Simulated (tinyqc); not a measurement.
Inside a calculation. Method: RHF in the sto-6g basis, for H2O, spin multiplicity 1. One step of it, computed by the program tinyqc.

Task: Iteration 8 (converged): orbitals. Diagonalise F' = X^T F X, C = X C', fill 5 alpha and 5 beta electrons from the bottom; D = 2 C_occ C_occ^T. Each column has its largest component positive (the first on a tie).

converged F (hartree):
```
             1O 1s      1O 2s     1O 2px     1O 2py     1O 2pz      2H 1s      3H 1s
1O 1s   -20.482793  -4.960692   0.000000   0.000000  -0.027666  -1.149157  -1.149157
1O 2s    -4.960692  -2.324832   0.000000   0.000000  -0.104713  -0.976645  -0.976645
1O 2px    0.000000   0.000000  -0.385094   0.000000   0.000000   0.000000   0.000000
1O 2py    0.000000   0.000000   0.000000  -0.322286   0.000000  -0.413946   0.413946
1O 2pz   -0.027666  -0.104713   0.000000   0.000000  -0.334102  -0.316049  -0.316049
2H 1s    -1.149157  -0.976645   0.000000  -0.413946  -0.316049  -0.544548  -0.326645
3H 1s    -1.149157  -0.976645   0.000000   0.413946  -0.316049  -0.326645  -0.544548
```

X:
```
            1O 1s      1O 2s    1O 2px     1O 2py     1O 2pz      2H 1s      3H 1s
1O 1s    1.022809  -0.138193  0.000000   0.000000  -0.007924   0.019996   0.019996
1O 2s   -0.138193   1.237142  0.000000   0.000000   0.092584  -0.290886  -0.290886
1O 2px   0.000000   0.000000  1.000000   0.000000   0.000000   0.000000   0.000000
1O 2py   0.000000   0.000000  0.000000   1.122658   0.000000  -0.236840   0.236840
1O 2pz  -0.007924   0.092584  0.000000   0.000000   1.039634  -0.124912  -0.124912
2H 1s    0.019996  -0.290886  0.000000  -0.236840  -0.124912   1.196843  -0.072111
3H 1s    0.019996  -0.290886  0.000000   0.236840  -0.124912  -0.072111   1.196843
```

Give: F' = X^T F X; orbital energies; coefficients C; D after iteration 8.

Result:

F' = X^T F X (hartree):
```
         1       2       3       4       5       6       7
1  -20.153  -2.508   0.000   0.000  -0.044  -0.197  -0.197
2   -2.508  -1.172   0.000   0.000   0.104  -0.510  -0.510
3    0.000   0.000  -0.385   0.000   0.000   0.000   0.000
4    0.000   0.000   0.000   0.010   0.000  -0.485   0.485
5   -0.044   0.104   0.000   0.000  -0.217  -0.293  -0.293
6   -0.197  -0.510   0.000  -0.485  -0.293   0.021  -0.090
7   -0.197  -0.510   0.000   0.485  -0.293  -0.090   0.021
```

orbital energies (hartree): MO1 -20.486, MO2 -1.252, MO3 -0.628, MO4 -0.427, MO5 -0.385, MO6 0.553, MO7 0.748

coefficients C:
```
           MO1     MO2     MO3     MO4    MO5     MO6     MO7
1O 1s    0.997  -0.223   0.000   0.087  0.000  -0.124   0.000
1O 2s    0.016   0.845   0.000  -0.490  0.000   0.879   0.000
1O 2px   0.000   0.000   0.000   0.000  1.000   0.000   0.000
1O 2py   0.000   0.000   0.594   0.000  0.000   0.000   1.010
1O 2pz   0.003   0.111   0.000   0.812  0.000   0.670   0.000
2H 1s   -0.004   0.156   0.437   0.270  0.000  -0.797  -0.819
3H 1s   -0.004   0.156  -0.437   0.270  0.000  -0.797   0.819
```

D after iteration 8:
```
         1O 1s   1O 2s  1O 2px  1O 2py  1O 2pz   2H 1s   3H 1s
1O 1s    2.101  -0.431   0.000   0.000   0.098  -0.030  -0.030
1O 2s   -0.431   1.910   0.000   0.000  -0.609  -0.001  -0.001
1O 2px   0.000   0.000   2.000   0.000   0.000   0.000   0.000
1O 2py   0.000   0.000   0.000   0.707   0.000   0.520  -0.520
1O 2pz   0.098  -0.609   0.000   0.000   1.343   0.474   0.474
2H 1s   -0.030  -0.001   0.000   0.520   0.474   0.577  -0.187
3H 1s   -0.030  -0.001   0.000  -0.520   0.474  -0.187   0.577
```
